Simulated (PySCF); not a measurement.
**AlCl: the SCF solver's settings**

Aim: find out which solver settings change the answer for AlCl.

Computed with PySCF 2.14.0. Level: method and basis as typed in the scripts.

3 further runs of the same task are left out: 3 that didn't finish.

## Step 1: Where the work starts

AlCl: 2 atoms, charge 0, spin multiplicity 1.

Bond lengths: Al1–Cl2 1.949 Å.

## Step 2: Base script

input.py reads:

```python
from pyscf import gto, dft

mol = gto.M(
    atom='Al 0 0 0; Cl 0 0 1.949',
    basis='lanl2dz',
    ecp={'Al': 'lanl2dz', 'Cl': 'lanl2dz'},
    charge=0,
    spin=0,
    symmetry=True,
    verbose=4,
)
mf = dft.RKS(mol, xc='camb3lyp')
mf.kernel()
mf.mulliken_pop()
mf.dip_moment()
print('orbital energies (hartree):', mf.mo_energy[..., max(0, mol.nelec[1]-3):mol.nelec[0]+3].round(4))
```

Started as:

```console
python input.py
```

Its log is not repeated here.

Base result: E(SCF) = -16.928555 Eh, 8 cycles, μ = 1.28 D.

The bond length is a typed value, not an optimised one.

## Step 3: Second-order solver on

Variant 1 changes second-order solver: off → on.

input.py reads:

```python
from pyscf import gto, dft

mol = gto.M(
    atom='Al 0 0 0; Cl 0 0 1.949',
    basis='lanl2dz',
    ecp={'Al': 'lanl2dz', 'Cl': 'lanl2dz'},
    charge=0,
    spin=0,
    symmetry=True,
    verbose=4,
)
mf = dft.RKS(mol, xc='camb3lyp')
mf = mf.newton()
mf.kernel()
mf.mulliken_pop()
mf.dip_moment()
print('orbital energies (hartree):', mf.mo_energy[..., max(0, mol.nelec[1]-3):mol.nelec[0]+3].round(4))
```

Started as:

```console
python input.py
```

## Step 4: Level shift 0.5 hartree

Variant 2 changes level shift: none → 0.5 hartree.

input.py: that of step 2 with these lines changed.

```diff
@@ -12,2 +12,3 @@
 mf = dft.RKS(mol, xc='camb3lyp')
+mf.level_shift = 0.5
 mf.kernel()
```

## Step 5: Point-group symmetry off

Variant 3 changes point-group symmetry: on → off.

input.py: that of step 2 with these lines changed.

```diff
@@ -8,3 +8,2 @@
     spin=0,
-    symmetry=True,
     verbose=4,
```

Before running it: what results should come out? Wanted: for each run, E(SCF); from base; gap; SCF dipole.

**Answer**, as computed:

```
                     run  E(SCF) (hartree)  from base (eV)   cycles  gap (eV)  SCF dipole (D)
                    base        -16.928555               0        8      7.43            1.28
  second-order solver on        -16.928555          0.0000  4 macro      7.43            1.28
 level shift 0.5 hartree        -16.928555          0.0000       16      7.43            1.28
point-group symmetry off        -16.928555          0.0000        8      7.43            1.28
```

Distance from each run's final energy (log10 hartree) by cycle:

```
                     run  cycle 1  cycle 2  cycle 3  cycle 5  cycle 8  cycle 12
                    base     -0.2     -0.6     -2.7     -5.7    < -11      done
  second-order solver on     -2.2     -6.6    < -11     done     done      done
 level shift 0.5 hartree     -1.6     -2.6     -3.2     -4.2     -5.8      -7.8
point-group symmetry off     -0.2     -0.6     -2.7     -5.7    < -11      done
```

What this shows: The SCF energy stays the same, to the digits that matter, with second-order solver on or level shift 0.5 hartree or point-group symmetry off. The base needs 8 cycles and the run with level shift 0.5 hartree needs 16.
